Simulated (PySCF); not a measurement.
Simulated P 2p region for `NBP` (BH5NP), binding energy against the vacuum level.

Every computed line was given a Gaussian of 0.5 eV full width at half maximum and an area set by the number of equivalent atoms (split 2:1 within a doublet); the highest printed point is 100. Method used: delta-SCF UKS SCAN, pcX-2 on the ionised atom, pcseg-1 elsewhere, spin-free X2C in PySCF.

binding energy (eV), intensity and a bar:
```
    135.2          0 
    135.3          1 
    135.4          5 #
    135.5         14 ####
    135.6         33 ##########
    135.7         59 ##################
    135.8         86 ##########################
    135.9        100 ##############################
    136.0         93 ############################
    136.1         70 #####################
    136.2         43 #############
    136.3         23 #######
    136.4         15 #####
    136.5         20 ######
    136.6         31 #########
    136.7         44 #############
    136.8         50 ###############
    136.9         46 ##############
    137.0         34 ##########
    137.1         20 ######
    137.2          9 ###
    137.3          4 #
    137.4          1 
    137.5          0
```

Task: Count the maxima, the lines and the sites behind this envelope.

Result: The curve has 2 maxima (at 135.9 and 136.8 eV). Under it lie 2 lines from 1 inequivalent phosphorus site, drawn as a 2p3/2, 2p1/2 pair.

Task: Decompose the envelope and assign each component. Numbering: `[NH2:1][BH:2][PH2:3]`.

Result: 
```tsv
position (eV)	relative area	line	atoms	environment
135.92	0.67	P 2p3/2	P3	three-coordinate phosphorus
136.81	0.33	P 2p1/2	P3	three-coordinate phosphorus
```

Shake-up satellites, vibrational structure and lifetime widths aren't simulated. Spin–orbit and ligand-field terms were added within each 2p shell after the spin-free SCF. 2p1/2 minus 2p3/2 (ligand field included): P 0.89 eV. One conformer (not necessarily the lowest) at the PBE0-D3(BJ)/def2-SVP geometry, without solvent, vibrations or thermal averaging.

The values belong to the conformer `[NH2:1][BH:2][PH2:3]`: H–N1–B2–P3 -179°, H–N1–B2–P3 1°, H–P3–B2–N1 -148°, H–P3–B2–N1 119°.
